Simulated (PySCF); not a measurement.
Simulated outer-valence photoelectron spectrum of phosphorous acid, `OP(O)O`. Level of theory: EOM-IP-CCSD/aug-cc-pVDZ in PySCF, restricted Hartree–Fock reference, 8 core orbitals frozen, non-relativistic, gas phase, PBE0-D3(BJ)/def2-SVP geometry.

Each root has a Gaussian of 0.5 eV full width with its one-hole share as area; cross sections and vibrations are left out, and the highest printed point is 100.

| ionisation energy (eV) | intensity |
| --- | --- |
| 9.0 | 1 |
| 9.2 | 12 |
| 9.4 | 38 |
| 9.6 | 51 |
| 9.8 | 28 |
| 10.0 | 7 |
| 10.2 | 1 |
| 10.4 | 0 |
| 10.6 | 0 |
| 10.8 | 0 |
| 11.0 | 0 |
| 11.2 | 0 |
| 11.4 | 1 |
| 11.6 | 11 |
| 11.8 | 36 |
| 12.0 | 52 |
| 12.2 | 37 |
| 12.4 | 48 |
| 12.6 | 91 |
| 12.8 | 87 |
| 13.0 | 37 |
| 13.2 | 7 |
| 13.4 | 1 |
| 13.6 | 1 |
| 13.8 | 13 |
| 14.0 | 56 |
| 14.2 | 100 |
| 14.4 | 74 |
| 14.6 | 23 |
| 14.8 | 3 |
| 15.0 | 0 |
| 15.2 | 0 |
| 15.4 | 0 |
| 15.6 | 0 |
| 15.8 | 1 |
| 16.0 | 11 |
| 16.2 | 36 |
| 16.4 | 49 |
| 16.6 | 28 |
| 16.8 | 7 |
| 17.0 | 1 |
| 17.2 | 6 |
| 17.4 | 27 |
| 17.6 | 50 |
| 17.8 | 39 |
| 18.0 | 12 |
| 18.2 | 2 |

Where are the maxima, and how many lines lie under the curve?

6 maxima, at 9.6, 12.0, 12.7, 14.2, 16.4 and 17.6 eV, from 8 lines. At this width some lines have no maximum of their own.

List the lines with their holes.

| E (eV) | leading hole (HF orbital) | area | Koopmans (eV) |
| --- | --- | --- | --- |
| 9.57 | HOMO | 0.96 | 10.30 |
| 11.98 | HOMO-1 | 0.94 | 13.95 |
| 12.64 | HOMO-2 | 0.94 | 14.62 |
| 12.74 | HOMO-3 | 0.94 | 14.73 |
| 14.21 | HOMO-4 | 0.94 | 16.10 |
| 14.25 | HOMO-5 | 0.94 | 16.15 |
| 16.37 | HOMO-6 | 0.92 | 18.34 |
| 17.64 | HOMO-7 | 0.94 | 19.20 |

The widest gap, 2.41 eV, lies between 9.57 and 11.98 eV. Only orbitals with −ε under 21 eV, eight at most, were ionised, so the high end of the curve may lack lines.

The values belong to the conformer `[OH:1][P:2]([OH:3])[OH:4]`: H–O1–P2–O3 92°, H–O3–P2–O1 -163°, H–O4–P2–O1 103°.
